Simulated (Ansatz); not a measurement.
We consider bcc W, described by HSE06 (plane waves, PAW; Ansatz, an electronic-structure program).

Settings: plane-wave cutoff 500 eV, 12×12×12 k mesh, Fermi–Dirac smearing 0.1 eV, no spin polarisation, scalar-relativistic PAW data made under PBE.

Computed at the level's own relaxed cell.

**Question.** What does this level give for the equilibrium volume per atom and lattice parameter a?

**Answer.** 
equilibrium volume per atom: 15.82 Å³/atom
lattice parameter a: 3.163 Å

Measured, for comparison: equilibrium volume per atom 15.78 Å³/atom, lattice constant a 3.16 Å (static lattice: zero-point anharmonic expansion removed; as tabulated in Mejia-Rodriguez and Trickey (2018), arXiv:1807.09216). Computed (rounded) less measured: equilibrium volume per atom +0.3 %, lattice constant a +0.1 %.

Note: exact exchange on metals is sensitive to the k mesh and can open a false gap; the run warned that the count of filled bands differs between k points.

Spin–orbit coupling is not included.

Computed values are for the static lattice.

It cost around 11 core-minutes (rough) of CPU time.
